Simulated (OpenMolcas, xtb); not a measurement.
# A ladder of methods for CH6B2 (SMILES BBC)

The species is CH6B2 (9 atoms), meant as a singlet with charge 0. As SMILES, `BBC`. The shape is that of a GFN2-xTB optimisation.

Each level gives the dipole moment (D). The values are calculated.

| level | kind | program | value (D) | CPU time |
| --- | --- | --- | --- | --- |
| GFN2-xTB | semi-empirical | xtb | 0.57 | under 2 s |
| GFN0-xTB | semi-empirical | xtb | 0.29 | under 2 s |
| GFN1-xTB | semi-empirical | xtb | 0.68 | under 2 s |
| HF/STO-3G | Hartree–Fock | OpenMolcas | 0.28 | 1.9 s |
| HF/3-21G | Hartree–Fock | OpenMolcas | 0.45 | 2.1 s |
| HF/6-31G | Hartree–Fock | OpenMolcas | 0.43 | 2.3 s |
| HF/def2-SVP | Hartree–Fock | OpenMolcas | 0.45 | 4.5 s |
| r2SCAN/def2-TZVP | meta-GGA | OpenMolcas | 0.66 | 1.7 min |
| B3LYP/6-31G* (spherical functions) | global hybrid | OpenMolcas | 0.63 | 22 s |
| TPSSh/6-31G* (spherical functions) | hybrid meta-GGA | OpenMolcas | 0.65 | 28 s |

The values span 0.28 to 0.68 D. Magnitudes only: a small dipole may point the other way at some levels. Sets without polarisation functions give poor dipoles. CPU times are rough (shared hosts, several kinds of processor): they show what a rung costs within a factor of a few.
